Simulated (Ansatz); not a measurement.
**CH₆Si + HF: a complex and its separated parts**

The complex below is one end of an elementary step. How strongly is it bound against its free parts?

Computed with Ansatz 0.2.0, Gaussian basis. Level: PBE0-D4/def2-TZVP structures, single points in def2-TZVPP, no counterpoise correction.

Levels: SPW92, PBE-D4, BLYP-D4, r2SCAN-D4, B97M-V, PBE0-D4, B3LYP-D4, r2SCAN0-D4, BHLYP-D4, CAM-B3LYP-D4, wB97X-V, wB97M-V, B2PLYP, PBE-QIDH, RPA on PBE, Hartree-Fock, MP2, CCSD, CCSD(T).

Correlated methods freeze the cores. B3LYP uses VWN-RPA correlation. B2PLYP carries no dispersion term here.

21 further runs of the same task are left out: 21 set aside as unsound or not needed.

### Step 1. The starting structure

The complex: 10 atoms, charge 0, spin multiplicity 1.

Atoms are counted from 1 here; the program's logs count them from 0.

Bond lengths: Si1–C2 1.864 Å, Si1–H3 1.485 Å, Si1–H4 1.501 Å, Si1–H5 1.485 Å, C2–H8 1.092 Å, C2–H9 1.092 Å, C2–H10 1.092 Å, H6–F7 0.928 Å. Angles: C2–Si1–H3 112.1°, C2–Si1–H4 110.2°, C2–Si1–H5 112.2°, H3–Si1–H4 106.8°, H3–Si1–H5 109.3°, H4–Si1–H5 106.0°, Si1–C2–H8 110.8°, Si1–C2–H9 110.5°, Si1–C2–H10 110.7°, H8–C2–H9 108.2°, H8–C2–H10 108.1°, H9–C2–H10 108.5°.

As a file:

```xyz
10

Si   -0.71120   -0.62420   -0.42422
C    -0.48188    0.85231    0.69055
H    -0.87836   -1.88318    0.34508
H     0.49605   -0.80719   -1.29777
H    -1.86232   -0.45608   -1.34790
H     2.00237   -0.40190   -0.61588
F     2.74008   -0.15259   -0.11076
H    -0.35309    1.76441    0.10373
H    -1.35278    0.98221    1.33688
H     0.40113    0.72621    1.32039
```

Its parts: CH₆Si holds atoms 1, 2, 3, 4, 5, 8, 9, 10; HF holds atoms 6, 7. Each part counts its atoms afresh in its own runs.

### Step 2. Relaxing CH₆Si alone

File relax-a/in.yaml:

```yaml
crystal:
  periodic: [false, false, false]
  atoms:
    - {symbol: Si, position_ang: [-0.711205, -0.624197, -0.424222]}
    - {symbol: C, position_ang: [-0.481877, 0.852314, 0.690550]}
    - {symbol: H, position_ang: [-0.878357, -1.883180, 0.345083]}
    - {symbol: H, position_ang: [0.496046, -0.807192, -1.297765]}
    - {symbol: H, position_ang: [-1.862323, -0.456083, -1.347902]}
    - {symbol: H, position_ang: [-0.353087, 1.764408, 0.103732]}
    - {symbol: H, position_ang: [-1.352784, 0.982213, 1.336880]}
    - {symbol: H, position_ang: [0.401132, 0.726212, 1.320392]}
basis:
  gaussian: {orbitals: def2-TZVP}
hamiltonian: {xc: pbe0, dispersion: d4}
relax: {f_tol: 0.005, max_steps: 200}
```

The command line of these runs was not kept.

The program printed, shortened:

```text
Functional definition: PBE0
  name "PBE0"
  cite "Adamo & Barone, J. Chem. Phys. 110, 6158 (1999) doi:10.1063/1.478522"
  cite "Perdew, Burke & Ernzerhof, Phys. Rev. Lett. 77, 3865 (1996) doi:10.1103/PhysRevLett.77.3865"
  parent pbe
[...]
712 factors; their error is unknown
[...]
mean field -9008.32287237 eV, -331.0497594991 hartree, gradient 4.4e-5 eV, S^2 0.000000; 0 other end points of the search recorded, 0 dependent functions left out
[...]
reference -9008.32290101 eV, -331.0497605517 hartree; 13, 13 occupied and 91, 91 virtual orbitals, 712 factors
relax step   1: F+E_penalty+E_count = -9008.40716063 eV  Δ(F+E_penalty+E_count) = +0.000e0 eV  max|allowed force component| = 3.978e-1 eV/Å  Δτ_max = 0.0000 Å  (21 SCF iters, accepted)
[...]
relax step   3: F+E_penalty+E_count = -9008.41532414 eV  Δ(F+E_penalty+E_count) = -6.448e-4 eV  max|allowed force component| = 4.838e-2 eV/Å  Δτ_max = 0.0126 Å  (26 SCF iters, accepted)
[...]
relax step   4: F+E_penalty+E_count = -9008.41543181 eV  Δ(F+E_penalty+E_count) = -1.077e-4 eV  max|allowed force component| = 1.641e-3 eV/Å  Δτ_max = 0.0023 Å  (19 SCF iters, accepted)
712 factors; their error is unknown
mean field -9008.33113130 eV, -331.0500630090 hartree, gradient 2.7e-5 eV, S^2 0.000000; 1 other end points of the search recorded, 0 dependent functions left out
[...]
reference -9008.33115997 eV, -331.0500640629 hartree; 13, 13 occupied and 91, 91 virtual orbitals, 712 factors
Total energy: -9008.41546049 eV, -331.0531620496 hartree
Atom 0 at    -0.692310    -0.628479    -0.441922 Å, force    -0.000140    -0.000101     0.000079 eV/Å
Atom 1 at    -0.481584     0.849004     0.686111 Å, force     0.000144     0.000311     0.000347 eV/Å
Atom 2 at    -0.881787    -1.873379     0.351247 Å, force     0.000441     0.001641    -0.000807 eV/Å
Atom 3 at     0.506007    -0.805873    -1.306392 Å, force    -0.001222     0.000552     0.000913 eV/Å
Atom 4 at    -1.879075    -0.453175    -1.322626 Å, force     0.001262    -0.000105     0.001319 eV/Å
Atom 5 at    -0.345334     1.764128     0.105665 Å, force     0.000190    -0.000617    -0.000958 eV/Å
Atom 6 at    -1.359071     0.978871     1.323354 Å, force    -0.000678    -0.000549    -0.000524 eV/Å
Atom 7 at     0.390700     0.723398     1.331311 Å, force     0.000003    -0.001131    -0.000370 eV/Å
Dipole moment:     0.019529     0.136892     0.104511 e Å
```

Run time: 5.5 s. Hardware: 2 threads, shared host; peak memory 0.16 GiB.

Along the way:

| step | energy from step 1 (eV) | largest force component (eV/Å) |
| --- | --- | --- |
| 1 | 0.0000 | 0.3978 |
| 2 | -0.0075 | 0.0766 |
| 3 | -0.0082 | 0.0484 |
| 4 | -0.0083 | 0.0016 |

Distances of close pairs at the start and the end, largest changes first:

| bond | before (Å) | after (Å) | change (Å) |
| --- | --- | --- | --- |
| Si1–H4 | 1.501 | 1.488 | -0.013 |
| Si1–C2 | 1.864 | 1.871 | +0.007 |
| Si1–H3 | 1.485 | 1.488 | +0.003 |
| Si1–H5 | 1.485 | 1.488 | +0.003 |
| C2–H8 | 1.092 | 1.092 | +0.000 |
| C2–H7 | 1.092 | 1.092 | -0.000 |
| C2–H6 | 1.092 | 1.092 | +0.000 |

### Step 3. Relaxing HF alone

File relax-b/in.yaml:

```yaml
crystal:
  periodic: [false, false, false]
  atoms:
    - {symbol: H, position_ang: [2.002370, -0.401899, -0.615883]}
    - {symbol: F, position_ang: [2.740083, -0.152594, -0.110764]}
basis:
  gaussian: {orbitals: def2-TZVP}
hamiltonian: {xc: pbe0, dispersion: d4}
relax: {f_tol: 0.005, max_steps: 200}
```

The program printed, shortened:

```text
[... 5 set-up lines as earlier in the session ...]
[...]
200 factors; their error is unknown
[...]
mean field -2731.79973140 eV, -100.3917884486 hartree, gradient 6.9e-6 eV, S^2 0.000000; 0 other end points of the search recorded, 0 dependent functions left out
[...]
reference -2731.79973996 eV, -100.3917887631 hartree; 5, 5 occupied and 32, 32 virtual orbitals, 200 factors
relax step   1: F+E_penalty+E_count = -2731.80124736 eV  Δ(F+E_penalty+E_count) = +0.000e0 eV  max|allowed force component| = 3.808e-1 eV/Å  Δτ_max = 0.0000 Å  (21 SCF iters, accepted)
[...]
relax step   2: F+E_penalty+E_count = -2731.80312997 eV  Δ(F+E_penalty+E_count) = -1.883e-3 eV  max|allowed force component| = 7.961e-2 eV/Å  Δτ_max = 0.0032 Å  (25 SCF iters, accepted)
[...]
relax step   3: F+E_penalty+E_count = -2731.80321322 eV  Δ(F+E_penalty+E_count) = -8.326e-5 eV  max|allowed force component| = 1.693e-3 eV/Å  Δτ_max = 0.0008 Å  (25 SCF iters, accepted)
200 factors; their error is unknown
[...]
mean field -2731.80169994 eV, -100.3918607912 hartree, gradient 2.5e-5 eV, S^2 0.000000; 1 other end points of the search recorded, 0 dependent functions left out
[...]
reference -2731.80170838 eV, -100.3918611012 hartree; 5, 5 occupied and 32, 32 virtual orbitals, 200 factors
Total energy: -2731.80322166 eV, -100.3919167133 hartree
Atom 0 at     2.005614    -0.400803    -0.613662 Å, force    -0.001693    -0.000572    -0.001159 eV/Å
Atom 1 at     2.736839    -0.153690    -0.112985 Å, force     0.001693     0.000572     0.001159 eV/Å
Dipole moment:    -0.318564    -0.107656    -0.218124 e Å
```

It took 0.55 s on 2 threads, shared host.

Step by step:

| step | energy from step 1 (eV) | largest force component (eV/Å) |
| --- | --- | --- |
| 1 | 0.0000 | 0.3808 |
| 2 | -0.0019 | 0.0796 |
| 3 | -0.0020 | 0.0017 |

The bond:

| bond | before (Å) | after (Å) | change (Å) |
| --- | --- | --- | --- |
| H1–F2 | 0.928 | 0.920 | -0.008 |

### Step 4. wB97M-V/def2-TZVPP

File parta/in.yaml:

```yaml
crystal:
  periodic: [false, false, false]
  atoms:
    - {symbol: Si, position_ang: [-0.692310, -0.628479, -0.441922]}
    - {symbol: C, position_ang: [-0.481584, 0.849004, 0.686111]}
    - {symbol: H, position_ang: [-0.881787, -1.873379, 0.351247]}
    - {symbol: H, position_ang: [0.506007, -0.805873, -1.306392]}
    - {symbol: H, position_ang: [-1.879075, -0.453175, -1.322626]}
    - {symbol: H, position_ang: [-0.345334, 1.764128, 0.105665]}
    - {symbol: H, position_ang: [-1.359071, 0.978871, 1.323354]}
    - {symbol: H, position_ang: [0.390700, 0.723398, 1.331311]}
basis:
  gaussian: {orbitals: def2-TZVPP}
hamiltonian: {xc: {name: wB97M-V}}
```

File partb/in.yaml:

```yaml
crystal:
  periodic: [false, false, false]
  atoms:
    - {symbol: H, position_ang: [2.005614, -0.400803, -0.613662]}
    - {symbol: F, position_ang: [2.736839, -0.153690, -0.112985]}
basis:
  gaussian: {orbitals: def2-TZVPP}
hamiltonian: {xc: {name: wB97M-V}}
```

Output in parta, shortened:

```text
Functional definition: wB97M-V
  name "wB97M-V"
  cite "Mardirossian & Head-Gordon, J. Chem. Phys. 144, 214110 (2016) doi:10.1063/1.4952647"
  cite "Becke, J. Chem. Phys. 107, 8554 (1997) doi:10.1063/1.475007"
  cite "Vydrov & Van Voorhis, J. Chem. Phys. 133, 244103 (2010) doi:10.1063/1.3521275"
  # Of w^i u^j: cxij and so on, Table III.
[...]
  gx(w, u) = 1 - cx + cx01*u + cx10*w
  gss(w, u) = css00 + css04*u^4 + css10*w + css20*w^2 + css43*w^4*u^3
  gos(w, u) = cos00 + cos10*w + (cos20 + cos21*u)*w^2 + (cos60 + cos61*u)*w^6
[...]
      + integral(e_c_pw_mod_opposite_spin*gos(b97_w_opposite, b97_u_opposite)) + vv10(b, c)
825 factors; their error is unknown
217 factors; integrals over basis functions are off by at most 1.1e-5 eV
[...]
mean field -9011.51804316 eV, -331.1671798597 hartree, gradient 1.8e-5 eV, S^2 0.000000; 0 other end points of the search recorded, 0 dependent functions left out
reference -9011.51809012 eV, -331.1671815855 hartree; 13, 13 occupied and 144, 144 virtual orbitals, 825 factors
Total energy: -9011.51809012 eV, -331.1671815855 hartree
```

Log of partb, shortened:

```text
[... 5 set-up lines as earlier in the session ...]
  # Of w^i u^j: cxij and so on, Table III.
[...]
  gx(w, u) = 1 - cx + cx01*u + cx10*w
  gss(w, u) = css00 + css04*u^4 + css10*w + css20*w^2 + css43*w^4*u^3
  gos(w, u) = cos00 + cos10*w + (cos20 + cos21*u)*w^2 + (cos60 + cos61*u)*w^6
[...]
      + integral(e_c_pw_mod_opposite_spin*gos(b97_w_opposite, b97_u_opposite)) + vv10(b, c)
215 factors; their error is unknown
48 factors; integrals over basis functions are off by at most 2.2e-5 eV
[...]
mean field -2733.67553227 eV, -100.4607228589 hartree, gradient 1.2e-5 eV, S^2 0.000000; 0 other end points of the search recorded, 0 dependent functions left out
reference -2733.67554693 eV, -100.4607233979 hartree; 5, 5 occupied and 40, 40 virtual orbitals, 215 factors
Total energy: -2733.67554693 eV, -100.4607233979 hartree
```

They took 4.7 s (parta), 0.4 s (partb) on 2 threads, shared host; peak memory 0.32 GiB.

### Step 5. CCSD(T)/def2-TZVPP

The same edit goes into each in.yaml of step 4 (parta, partb):

```diff
-hamiltonian: {xc: {name: wB97M-V}}
+correlation: {method: ccsd_t}
```

Log of parta, shortened:

```text
Functional definition: HF
  name "HF"
  cite "Fock, Z. Phys. 61, 126 (1930) doi:10.1007/BF01340294"
[... 1 set-up line as earlier in the session ...]
[...]
873 factors; integrals over basis functions are off by at most 8.9e-4 eV
[...]
mean field -8988.50400780 eV, -330.3214296598 hartree, gradient 3.1e-6 eV, S^2 0.000000; 0 other end points of the search recorded, 0 dependent functions left out
6 core orbitals not correlated: weight in the atoms' cores, before any rotation towards them, 1.000 or more for the frozen orbitals, at most 0.000 for the correlated occupied ones
reference -8988.50400780 eV, -330.3214296598 hartree; 7, 7 occupied and 144, 144 virtual orbitals, 873 factors
second order -8.65902249 eV of doubles, -0.00000000 eV of singles
cycle   1  -9.41197374 eV  change   -7.5e-1 eV  update   6.4e-2
[...]
cycle   8  -9.72784574 eV  change   -4.8e-6 eV  update   1.1e-5
perturbative correction -0.30786235 eV, -0.0113137327 hartree
Total energy: -8998.53971589 eV, -330.6902351297 hartree
```

Log of partb, shortened:

```text
[... 4 set-up lines as earlier in the session ...]
[...]
287 factors; integrals over basis functions are off by at most 1.0e-3 eV
[...]
mean field -2722.91274350 eV, -100.0651976671 hartree, gradient 4.5e-6 eV, S^2 0.000000; 0 other end points of the search recorded, 0 dependent functions left out
1 core orbitals not correlated: weight in the atoms' cores, before any rotation towards them, 1.000 or more for the frozen orbitals, at most 0.000 for the correlated occupied ones
reference -2722.91274350 eV, -100.0651976671 hartree; 4, 4 occupied and 40, 40 virtual orbitals, 287 factors
second order -7.36482413 eV of doubles, -0.00000000 eV of singles
cycle   1  -7.29619320 eV  change    6.9e-2 eV  update   3.9e-2
[...]
cycle   8  -7.43086938 eV  change    3.1e-7 eV  update   3.3e-6
perturbative correction -0.17033469 eV, -0.0062596843 hartree
Total energy: -2730.51394757 eV, -100.3445367643 hartree
```

Times: 10 s (parta), 0.2 s (partb) on 2 threads, shared host; peak memory 1 GiB.

### Step 6. Vibrations of CH₆Si

File vib-parta/in.yaml:

```yaml
crystal:
  periodic: [false, false, false]
  atoms:
    - {symbol: Si, position_ang: [-0.692310, -0.628479, -0.441922]}
    - {symbol: C, position_ang: [-0.481584, 0.849004, 0.686111]}
    - {symbol: H, position_ang: [-0.881787, -1.873379, 0.351247]}
    - {symbol: H, position_ang: [0.506007, -0.805873, -1.306392]}
    - {symbol: H, position_ang: [-1.879075, -0.453175, -1.322626]}
    - {symbol: H, position_ang: [-0.345334, 1.764128, 0.105665]}
    - {symbol: H, position_ang: [-1.359071, 0.978871, 1.323354]}
    - {symbol: H, position_ang: [0.390700, 0.723398, 1.331311]}
basis:
  gaussian: {orbitals: def2-TZVP}
hamiltonian: {xc: pbe0, dispersion: d4}
phonons: {temperatures: {t_min: 298.15, t_max: 900, t_step: 200}}
```

The program printed, shortened:

```text
[... 5 set-up lines as earlier in the session ...]
[...]
712 factors; their error is unknown
[...]
mean field -9008.33113121 eV, -331.0500630057 hartree, gradient 3.8e-5 eV, S^2 0.000000; 0 other end points of the search recorded, 0 dependent functions left out
[...]
reference -9008.33115988 eV, -331.0500640594 hartree; 13, 13 occupied and 91, 91 virtual orbitals, 712 factors
[... from here to the last solve, the lines of the solves are left out (47 solves) ...]
712 factors; their error is unknown
mean field -9008.33108631 eV, -331.0500613559 hartree, gradient 1.0e-6 eV, S^2 0.000000; 0 other end points of the search recorded, 0 dependent functions left out
[...]
Atom 0 at    -0.692310    -0.628479    -0.441922 Å, force    -0.000160    -0.000127     0.000106 eV/Å
Atom 1 at    -0.481584     0.849004     0.686111 Å, force     0.000155     0.000332     0.000321 eV/Å
Atom 2 at    -0.881787    -1.873379     0.351247 Å, force     0.000442     0.001656    -0.000826 eV/Å
Atom 3 at     0.506007    -0.805873    -1.306392 Å, force    -0.001205     0.000558     0.000906 eV/Å
Atom 4 at    -1.879075    -0.453175    -1.322626 Å, force     0.001264    -0.000105     0.001317 eV/Å
Atom 5 at    -0.345334     1.764128     0.105665 Å, force     0.000179    -0.000639    -0.000958 eV/Å
Atom 6 at    -1.359071     0.978871     1.323354 Å, force    -0.000681    -0.000538    -0.000504 eV/Å
Atom 7 at     0.390700     0.723398     1.331311 Å, force     0.000006    -0.001136    -0.000360 eV/Å
Dipole moment:     0.019530     0.136893     0.104509 e Å
Vibrations: 198.00 514.60 514.63 706.75 879.55 879.56 935.80 951.89 951.91 1278.54 1452.43 1452.48 2219.25 2220.08 2220.12 3055.23 3141.03 3141.06 cm⁻¹, zero-point energy 1.655989 eV
```

Wall time 36 s (2 threads, shared host); peak memory 0.16 GiB.

Wavenumbers and character of the modes:

| mode | wavenumber (cm⁻¹) | character |
| --- | --- | --- |
| 1 | 198 | torsion |
| 2 | 515 | bend |
| 3 | 515 | bend |
| 4 | 707 | Si–C stretch |
| 5 | 880 | bend with torsion |
| 6 | 880 | bend with torsion |
| 7 | 936 | bend |
| 8 | 952 | bend with torsion |
| 9 | 952 | bend with torsion |
| 10 | 1279 | bend |
| 11 | 1452 | bend |
| 12 | 1452 | bend |
| 13 | 2219 | Si–H stretch |
| 14 | 2220 | Si–H stretch |
| 15 | 2220 | Si–H stretch |
| 16 | 3055 | C–H stretch |
| 17 | 3141 | C–H stretch |
| 18 | 3141 | C–H stretch |

Vibrational sums (real modes only):

| T (K) | entropy (J/mol/K) | heat capacity (J/mol/K) |
| --- | --- | --- |
| 298 | 18.4 | 32.7 |
| 498 | 42.3 | 61.2 |
| 698 | 66.4 | 81.7 |
| 898 | 88.9 | 96.8 |

### Step 7. Vibrations of HF

File vib-partb/in.yaml:

```yaml
crystal:
  periodic: [false, false, false]
  atoms:
    - {symbol: H, position_ang: [2.005614, -0.400803, -0.613662]}
    - {symbol: F, position_ang: [2.736839, -0.153690, -0.112985]}
basis:
  gaussian: {orbitals: def2-TZVP}
hamiltonian: {xc: pbe0, dispersion: d4}
phonons: {temperatures: {t_min: 298.15, t_max: 900, t_step: 200}}
```

The program printed, shortened:

```text
[... 5 set-up lines as earlier in the session ...]
[...]
200 factors; their error is unknown
[...]
mean field -2731.80169994 eV, -100.3918607911 hartree, gradient 6.9e-6 eV, S^2 0.000000; 0 other end points of the search recorded, 0 dependent functions left out
[...]
reference -2731.80170838 eV, -100.3918611012 hartree; 5, 5 occupied and 32, 32 virtual orbitals, 200 factors
[...]
200 factors; their error is unknown
[...]
mean field -2731.80169995 eV, -100.3918607913 hartree, gradient 3.9e-7 eV, S^2 0.000000; 0 other end points of the search recorded, 0 dependent functions left out
[...]
reference -2731.80170838 eV, -100.3918611014 hartree; 5, 5 occupied and 32, 32 virtual orbitals, 200 factors
[...]
200 factors; their error is unknown
[...]
mean field -2731.80151593 eV, -100.3918540288 hartree, gradient 3.9e-7 eV, S^2 0.000000; 0 other end points of the search recorded, 0 dependent functions left out
[...]
reference -2731.80152440 eV, -100.3918543402 hartree; 5, 5 occupied and 32, 32 virtual orbitals, 200 factors
[...]
200 factors; their error is unknown
mean field -2731.80150444 eV, -100.3918536066 hartree, gradient 3.9e-7 eV, S^2 0.000000; 0 other end points of the search recorded, 0 dependent functions left out
[...]
reference -2731.80151284 eV, -100.3918539153 hartree; 5, 5 occupied and 32, 32 virtual orbitals, 200 factors
Total energy: -2731.80322166 eV, -100.3919167132 hartree
Atom 0 at     2.005614    -0.400803    -0.613662 Å, force    -0.001722    -0.000582    -0.001179 eV/Å
Atom 1 at     2.736839    -0.153690    -0.112985 Å, force     0.001722     0.000582     0.001179 eV/Å
Dipole moment:    -0.318564    -0.107657    -0.218124 e Å
Vibrations: 4153.41 cm⁻¹, zero-point energy 0.257479 eV
```

It took 1.1 s on 2 threads, shared host.

Wavenumbers and character of the modes:

| mode | wavenumber (cm⁻¹) | character |
| --- | --- | --- |
| 1 | 4153 | F–H stretch |

Vibrational sums (real modes only):

| T (K) | entropy (J/mol/K) | heat capacity (J/mol/K) |
| --- | --- | --- |
| 298 | 0.0 | 0.0 |
| 498 | 0.0 | 0.0 |
| 698 | 0.0 | 0.1 |
| 898 | 0.1 | 0.5 |

### Step 8. Complex less separated parts

The complex's own energies come from single points at the same levels. Levels not printed above were run the same way.

Rows are in def2-TZVPP; times add the 3 runs of a level on a shared host, so small differences are noise.

Differences are taken before rounding.

| method | rung | complex less parts (kJ/mol) | from CCSD(T) (kJ/mol) | time |
| --- | --- | --- | --- | --- |
| SPW92 | LDA | -25.9 | -16.4 | 1.9 s |
| PBE-D4 | GGA | -16.9 | -7.4 | 3.1 s |
| BLYP-D4 | GGA | -14.3 | -4.8 | 3.3 s |
| r2SCAN-D4 | meta-GGA | -14.1 | -4.6 | 6.2 s |
| B97M-V | meta-GGA | -13.9 | -4.4 | 14 s |
| PBE0-D4 | hybrid | -13.8 | -4.2 | 3.9 s |
| B3LYP-D4 | hybrid | -13.2 | -3.6 | 4.1 s |
| r2SCAN0-D4 | hybrid | -12.6 | -3.0 | 6.9 s |
| BHLYP-D4 | hybrid | -11.6 | -2.1 | 3.7 s |
| CAM-B3LYP-D4 | range-separated hybrid | -14.0 | -4.4 | 4.8 s |
| wB97X-V | range-separated hybrid | -12.4 | -2.9 | 12 s |
| wB97M-V | range-separated hybrid | -12.7 | -3.1 | 14 s |
| B2PLYP | double hybrid | -9.8 | -0.3 | 6.6 s |
| PBE-QIDH | double hybrid | -10.0 | -0.4 | 7.1 s |
| RPA on PBE | RPA | -6.4 | +3.1 | 6.9 s |
| Hartree-Fock | wavefunction | 0.4 | +9.9 |  |
| MP2 | wavefunction | -9.7 | -0.1 |  |
| CCSD | wavefunction | -7.9 | +1.6 |  |
| CCSD(T) | wavefunction | -9.5 | 0 | 69 s |

Among the levels timed on like hardware and quicker than the yardstick, those that no quicker one beats, quickest first: SPW92 (1.9 s, -16.4 kJ/mol); PBE-D4 (3.1 s, -7.4 kJ/mol); BLYP-D4 (3.3 s, -4.8 kJ/mol); BHLYP-D4 (3.7 s, -2.1 kJ/mol); B2PLYP (6.6 s, -0.3 kJ/mol).

For cost: B2PLYP gets within 0.3 kJ/mol in 6.6 s, where CCSD(T) took 69 s; the quickest level in the cost chart, SPW92, takes 1.9 s and misses by 16.4 kJ/mol.

The complex's zero-point energy, from a separate PBE0-D4 run, is 1.971 eV.

### Step 9. Summary of results

| quantity | value |
| --- | --- |
| complex less parts, CCSD(T)/def2-TZVPP | -9.5 kJ/mol |
| with zero-point energy | -4.0 kJ/mol |
| largest T1 diagnostic | 0.010 |

**Reading.** At CCSD(T) the complex lies 9.5 kJ/mol below its parts. B2PLYP is the best functional here (-0.3 kJ/mol from CCSD(T)); SPW92 is the worst (-16.4 kJ/mol). Mean unsigned error by rung: LDA 16.4, GGA 6.1, meta-GGA 4.5, hybrid 3.2, range-separated hybrid 3.5, double hybrid 0.4 kJ/mol. PBE-D4 gives a relative energy 7.4 kJ/mol too low, an error of 78 % of the reference. No counterpoise was applied, and triple zeta lacks some correlation, so the CCSD(T) reference has a basis error of its own, and close matches with it are partly luck.
